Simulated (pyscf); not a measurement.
A first-order saddle from PySCF, ωB97X-D3(BJ)/def2-SVP:

```xyz
11

O     -1.5838     0.2225     1.7324
B     -1.8500     0.3383    -0.2439
O     -0.9742    -0.6177    -0.7132
O     -3.1937     0.2618    -0.4355
H     -0.8538    -0.4031     1.7987
H     -0.0629    -0.3168    -0.7764
H     -3.4705    -0.6315    -0.6691
B     -1.1399     1.5344     1.3520
H     -1.4291     1.5291    -0.1560
H     -1.8900     2.4421     1.6160
H      0.0580     1.7287     1.2681
```

Surface: singlet, charge 0. Lowest wavenumbers (cm⁻¹): 264i, 118, 247, 307, 341.

Problem. What reaction is this the transition state of?

Solution. HO–B(OH)–OH (SMILES OB(O)O) + BH₃ (SMILES B) ⇌ H₂B–OH (SMILES BO) + HO–BH–OH (SMILES OBO), a four-centre exchange read from left to right: B–O, B–H broken and B–O, B–H formed. At ωB97M-D3(BJ)/def2-TZVP it lies +11.6 kJ/mol from the left side and +41.5 kJ/mol from the right (each side as separated species at their lowest minima found). On the reactant side the descent ends in an adduct with a B–O contact (not fully relaxed), 68.5 kJ/mol under the separated species and 81.2 kJ/mol under the saddle at ωB97X-D3(BJ)/def2-TZVP. On the product side the descent ends in a complex (not fully relaxed), 21.3 kJ/mol under the separated species and 61.7 kJ/mol under the saddle at ωB97X-D3(BJ)/def2-TZVP. What is counted as formed (B–O) is already present as a longer contact in the reactant adduct; forming that adduct is a step of its own. The products may also form a dative adduct at H₂B–OH; it and routes through it were not searched. This is the saddle that the search found; another between the same sides may lie lower.
